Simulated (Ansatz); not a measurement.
Calculated with Ansatz (gas phase, PBE0-D4/def2-TZVP geometries, no zero-point term in ΔE). CCSD(T)/CBS adds triple-zeta CCSD(T) − MP2 to the extrapolated MP2 energy (def2 sets, frozen cores). DFT in def2-TZVPP. HSE06 is defined as in plane-wave codes. One conformer a species, not always the lowest.

Reaction (isomerisation): `NC=C(O)O` → `NC1OCO1`

`NC=C(O)O`:

Cartesian coordinates in Å:
```
N -1.190 -0.330 0.800
C -0.456 0.252 -0.276
C 0.870 0.036 -0.269
O 1.471 -0.675 0.678
O 1.756 0.478 -1.168
H -1.660 0.357 1.375
H -1.877 -1.005 0.491
H -0.931 0.836 -1.059
H 0.733 -0.936 1.262
H 1.284 0.987 -1.834
```

`NC1OCO1`:

Cartesian coordinates in Å:
```
N 0.379 1.216 -1.068
C 0.086 0.578 0.128
O 0.982 -0.477 0.448
C -0.152 -1.297 0.662
O -1.042 -0.323 0.162
H 0.280 0.617 -1.876
H -0.091 2.099 -1.189
H 0.008 1.326 0.930
H -0.317 -1.514 1.727
H -0.134 -2.224 0.076
```

(1) Is it downhill or uphill in electronic energy at CCSD(T)/CBS, and by how much? (Estimate.)

(2) What do these levels give: r2SCAN0-D4, HSE06-D4, CAM-B3LYP-D4, ωB97M-V, r2SCAN, LC-ωPBE? (Best estimate.)

Largest T1 diagnostic among the species: 0.012.

Results:

(1) Computed: Uphill: ΔE = +13.4 kcal/mol.

(2) Computed: r2SCAN0-D4 13.6, HSE06-D4 13.3, CAM-B3LYP-D4 13.6, ωB97M-V 13.0, r2SCAN 14.4, LC-ωPBE 10.2 kcal/mol.

In def2-TZVPP, CCSD(T) changes the Hartree–Fock value by +1.3 kcal/mol (the triples alone add +0.5 kcal/mol) and MP2 by +2.5 kcal/mol. From PBE to PBE0 (25 % exact exchange), in def2-TZVPP and without D4, ΔE moves by −1.3 kcal/mol. Leaving LDA and LC-ωPBE aside and taking each functional with its dispersion term where it has one, the values, not all of them listed here, spread over 6.1 kcal/mol, from ωB97X-V to BLYP-D4. LDA lies +1.3 kcal/mol from PBE without D4.
